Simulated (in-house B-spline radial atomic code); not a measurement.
Values are calculated unless marked as measured or tabulated.
# O ion on N atom: potential, deflection and energy transfer

The pair potential comes from two frozen, spherical free-atom densities (PBE, B-spline radial code, scalar-relativistic past argon): electrostatics plus the change in Thomas-Fermi kinetic and Dirac exchange energy where they overlap, the recipe behind the universal ZBL potential, which averages such potentials (from solid-state densities) over many pairs. It is written V = (Z1 Z2 e²/r) φ(r/a), with e² = 14.3996 eV·Å and a = 0.46850 Å/(Z1^0.23 + Z2^0.23); ZBL's fit is φ = 0.18175 e^(−3.1998x) + 0.50986 e^(−0.94229x) + 0.28022 e^(−0.4029x) + 0.02817 e^(−0.20162x). Where φ falls below 4e-4 it is continued as an exponential.

Masses 16.0 and 14.01 u.

| x = r/a | φ, this pair | φ, ZBL |
| --- | --- | --- |
| 0.1 | 0.9137 | 0.8928 |
| 0.25 | 0.8003 | 0.7647 |
| 0.5 | 0.6576 | 0.6096 |
| 1 | 0.471 | 0.4164 |
| 1.5 | 0.3511 | 0.2995 |
| 2 | 0.2693 | 0.2218 |
| 3 | 0.1632 | 0.1292 |
| 4 | 0.09926 | 0.08026 |
| 5 | 0.0623 | 0.05224 |
| 6.5 | 0.0339 | 0.02914 |
| 8 | 0.01958 | 0.01705 |
| 10 | 0.009324 | 0.008778 |
| 12 | 0.004189 | 0.00474 |
| 14.5 | 0.001395 | 0.002328 |

(1) At x = 0.5 the electrostatic, kinetic and exchange parts are 5995.97, 1272.85 and -75.66 eV. Find r, V and φ.

(2) The ion comes in at 11.72 keV with impact parameter 0.2949 Å. The scattering integral gives a centre-of-mass angle of 11.61° and a closest approach of 2.13 a. What are the reduced energy, the energy passed on and the laboratory angles?

Results:

(1) a = 0.46850/(1.6133 + 1.5645) = 0.14743 Å, so r = 0.07372 Å. V = 5995.97 + 1272.85 + (-75.66) = 7193.16 eV. The bare repulsion is 8 × 7 × 14.3996/0.07372 = 10939 eV, so φ = 0.6576, +7.9 % against ZBL's 0.6096. The kinetic (Pauli) term is 18 % of V here.

(2) ε = E a M2/(Z1 Z2 e² (M1 + M2)) = 11720 × 8.5353e-05 = 1. The most that one collision can pass on is γE with γ = 4 M1 M2/(M1 + M2)² = 0.9956. Here T = γE sin²(θ/2) = 0.9956 × 11720 × 0.01023 = 119.3 eV. The ion turns by arctan(sin θ/(cos θ + M1/M2)) = 5.4°, and the struck atom leaves at (180° − θ)/2 = 84.2°. The closest approach is 0.314 Å. With ZBL the angle would be 9.88° and T = 86.47 eV.
